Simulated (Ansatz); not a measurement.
System: bcc K. Method: LDA (Ansatz, a program for electronic structure, plane waves, PAW).

Run with plane-wave cutoff 520 eV, 18×18×18 k mesh, Fermi–Dirac smearing 0.07 eV (set by the program), scalar-relativistic PAW data made under PBE.

The cell has the measured lattice: a = 5.327 Å, b = 5.327 Å, c = 5.327 Å, α = 90.00°, β = 90.00°, γ = 90.00°.

**Question.** Give the computed Voigt–Reuss–Hill shear modulus (Hill average), Voigt–Reuss–Hill bulk modulus, elastic constant C12, elastic constant C11 and elastic constant C44.

**Answer.** 
- Voigt–Reuss–Hill shear modulus (Hill average) = 0.91 GPa
- Voigt–Reuss–Hill bulk modulus = 2.25 GPa
- elastic constant C12 = 2.14 GPa
- elastic constant C11 = 2.45 GPa
- elastic constant C44 = 2.35 GPa

Note: the cell isn't this level's own, so it is under some stress, which shifts stiffness and frequencies.

Elastic constants are with the ions relaxed.

Computed values are for the static lattice.

Cost on a shared machine: around 4 core-minutes (rough).
